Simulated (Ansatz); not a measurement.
A made-up structure of BSiH6S (charge +1), closed shell:

```
9
angstrom
B -1.1666 0.6358 -1.2397
Si 0.4658 0.5717 -0.0658
S 0.0636 -1.0510 1.5299
H -2.0810 -0.1119 -1.1014
H -1.1704 1.4650 -2.0930
H 0.6677 1.7005 0.8698
H -1.0676 0.3184 -0.1388
H 0.1815 -2.1424 0.7437
H 1.3122 -1.1646 2.0333
```

It is relaxed with PBE-D4/def2-SVP and then PBE0-D4/def2-TZVP (Ansatz 0.2.0). Atoms count as bonded within 1.22 times the sum of their covalent radii (H–H: 0.88 Å). The end point is not checked to be a true minimum.

Does its bonding change? (A judgement: the text doesn't fix the answer.)

Computed: No: no bond forms or breaks.

Where it ends: The first stage lowers the energy by 1.55 eV in 10 steps. It ends as BSiH₆S ([SH2][SiH]1[H][BH2]1), total charge +1:
```xyz
9
angstrom
B -1.2114 0.5483 -1.2469
Si 0.2612 0.5304 -0.0535
S 0.0367 -1.1456 1.5263
H -1.8438 -0.4509 -1.3558
H -1.2327 1.5122 -1.9427
H 0.9492 1.5364 0.7888
H -1.3314 0.9968 0.0663
H 0.2896 -2.1999 0.7197
H 1.2877 -1.1061 2.0358
```

Labels in which every atom is bracketed show which atoms are joined, not bond orders.

For scale, one of the runs: PBE0-D4/def2-TZVP relaxation, 141 basis functions, launched by `ansatz run in.yaml --threads 2 --pin off --events-out ev --progress --plain --max-ram 4352MiB`. The run took about 52 s on 2 CPU threads of an Arm Neoverse V1 (shared host).
